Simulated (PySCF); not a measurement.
# Running PySCF for PO⁺

File input.py (PySCF 2.14):

```python
from pyscf import gto, dft

mol = gto.M(
    atom='P 0 0 0; O 0 0 1.589',
    basis='cc-pvdz',
    charge=1,
    spin=0,
    symmetry=True,
    verbose=4,
)
mf = dft.RKS(mol, xc='r2scan')
mf = mf.density_fit(auxbasis='def2-universal-jkfit')
mf.kernel()
mf.analyze()
print('orbital energies (hartree):', mf.mo_energy[..., max(0, mol.nelec[1]-3):mol.nelec[0]+3].round(4))
```

```bash
$ OMP_NUM_THREADS=1 python input.py
```

Output (some set-up lines and the per-cycle HOMO/LUMO lines with their warnings removed):

```
PySCF version 2.14.0

[INPUT] Symbol           X                Y                Z      unit          X                Y                Z       unit  Magmom
[INPUT]  1 P      0.000000000000   0.000000000000   0.000000000000 AA    0.000000000000   0.000000000000   0.000000000000 Bohr   0.0
[INPUT]  2 O      0.000000000000   0.000000000000   1.589000000000 AA    0.000000000000   0.000000000000   3.002774811934 Bohr   0.0

nuclear repulsion = 39.963036696287
point group symmetry = Coov
symmetry origin: [0.         0.         1.04444341]
symmetry axis x: [1. 0. 0.]
symmetry axis y: [0. 1. 0.]
symmetry axis z: [0. 0. 1.]
num. orbitals of irrep A1 = 14
num. orbitals of irrep E1x = 7
num. orbitals of irrep E1y = 7
num. orbitals of irrep E2x = 2
num. orbitals of irrep E2y = 2
number of shells = 10
number of NR pGTOs = 67
number of NR cGTOs = 32
basis = cc-pvdz
ecp = {}

******** <class 'pyscf.df.df_jk.DFSymAdaptedRKS'> ********
method = DFSymAdaptedRKS
initial guess = minao
damping factor = 0
level_shift factor = 0
DIIS = <class 'pyscf.scf.diis.CDIIS'>
SCF conv_tol = 1e-09
SCF max_cycles = 50
XC functionals = r2scan

grids dens level: 3
Freeze 0 electrons in irreps []
    22 free electrons in irreps A1 E1x E1y E2x E2y
Initial guess from minao.
tot grids = 33264
init E= -416.497004426328
cycle= 1 E= -415.868265260517  delta_E= 0.629  |g|= 0.981  |ddm|= 1.52
cycle= 2 E= -411.387475835358  delta_E= 4.48  |g|= 3.31  |ddm|= 2.96
cycle= 3 E= -416.126097359014  delta_E= -4.74  |g|= 0.197  |ddm|= 2.54
cycle= 4 E= -416.13699602678  delta_E= -0.0109  |g|= 0.0772  |ddm|= 0.177
cycle= 5 E= -416.138053917989  delta_E= -0.00106  |g|= 0.0385  |ddm|= 0.0522
cycle= 6 E= -416.138243861681  delta_E= -0.00019  |g|= 0.0247  |ddm|= 0.007
cycle= 7 E= -416.138388609131  delta_E= -0.000145  |g|= 0.00265  |ddm|= 0.0133
cycle= 8 E= -416.138390080271  delta_E= -1.47e-06  |g|= 0.000107  |ddm|= 0.00141
cycle= 9 E= -416.138390082288  delta_E= -2.02e-09  |g|= 2.33e-05  |ddm|= 7.37e-05
cycle= 10 E= -416.1383900824  delta_E= -1.11e-10  |g|= 4.72e-06  |ddm|= 9.91e-06
Extra cycle  E= -416.138390082241  delta_E= 1.59e-10  |g|= 2.71e-05  |ddm|= 1.73e-05
converged SCF energy = -416.138390082241
**** SCF Summaries ****
Total Energy =                        -416.138390082241187
Nuclear Repulsion Energy =              39.963036696286977
One-electron Energy =                 -646.500696574282756
Two-electron Energy =                  190.399269795754606
Two-electron Coulomb Energy =          221.680611514803161
DFT Exchange-Correlation Energy =      -31.281341719048541
Wave-function symmetry id = 0
**** MO energy ****
MO #1 (A1 #1), energy= -77.2432780239839 occ= 2
MO #2 (A1 #2), energy= -19.3641630831797 occ= 2
MO #3 (A1 #3), energy= -6.92732251353245 occ= 2
MO #4 (E1x #1), energy= -5.07383808060734 occ= 2
MO #5 (E1y #1), energy= -5.07383808060734 occ= 2
MO #6 (A1 #4), energy= -5.06824257047407 occ= 2
MO #7 (A1 #5), energy= -1.28544308150556 occ= 2
MO #8 (A1 #6), energy= -0.852010150637371 occ= 2
MO #9 (A1 #7), energy= -0.666107954909759 occ= 2
MO #10 (E1x #2), energy= -0.656890535003652 occ= 2
MO #11 (E1y #2), energy= -0.656890535003652 occ= 2
MO #12 (E1x #3), energy= -0.469868404614649 occ= 0
MO #13 (E1y #3), energy= -0.469868404614649 occ= 0
MO #14 (A1 #8), energy= -0.283744277778465 occ= 0
[18 lines left out]
 ** Mulliken pop on meta-lowdin orthogonal AOs  **
 ** Mulliken pop  **
pop of  0 P 1s            1.99997
pop of  0 P 2s            1.99644
pop of  0 P 3s            1.84820
pop of  0 P 4s            0.01538
pop of  0 P 2px           1.99983
pop of  0 P 2py           1.99983
pop of  0 P 2pz           1.99990
pop of  0 P 3px           0.56533
pop of  0 P 3py           0.56533
pop of  0 P 3pz           0.73276
pop of  0 P 4px           0.00697
pop of  0 P 4py           0.00697
[20 lines left out]
 ** Mulliken atomic charges  **
charge of    0P =      1.20494
charge of    1O =     -0.20494

WARN: System has nonzero charge 1; the dipole moment is origin-dependent.
Location of origin: [0. 0. 0.]

Dipole moment(X, Y, Z, Debye):  0.00000,  0.00000, -0.86407
orbital energies (hartree): [-0.6661 -0.6569 -0.6569 -0.4699 -0.4699 -0.2837]
```

In short: E(SCF) = -416.138390 Eh, 10 cycles.

Run time: 2.4 s on 1 thread of Arm Neoverse V1 (shared host).

Stability towards an unrestricted solution was not tested. The bond length is a typed value, not an optimised one. The dipole of an ion depends on the origin.
